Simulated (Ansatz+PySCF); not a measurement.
The numbers below are computed, except where a source is named.
**Several solutions for singlet CS**

```json
{"atom": "C", "x (Å)": "0.0000", "y (Å)": "0.0000", "z (Å)": "-1.1165"}
{"atom": "S", "x (Å)": "0.0000", "y (Å)": "0.0000", "z (Å)": "0.4187"}
```

Basis set: def2-SVP (spherical functions). Charge 0, multiplicity 1.

CASSCF(2,2) was run from several starts with Ansatz (development build ahead of 0.2.0) and PySCF 2.14.0. The starts are those of the Hartree–Fock orbitals from which the active space was taken at the frontier.

```
run  program                        start  converged  energy (hartree)  <S²>
  A   Ansatz  search for the lowest state        yes        -435.18304  0.00
  B   Ansatz      stability test followed        yes        -435.18304  0.00
  C    PySCF             program defaults        yes        -435.16413  0.00
  D   Ansatz      atomic start, no search        yes        -435.18304  0.00
```

Task: Which runs reached the lowest solution of this kind, and what is wrong with the others?

Result: A, B, D reached the lowest solution found. Converged but too high: C by 0.51 eV. Convergence only shows a stationary point; in CASSCF the end hangs on which orbitals enter the active space. Caution: other starts end on other solutions of this active space.
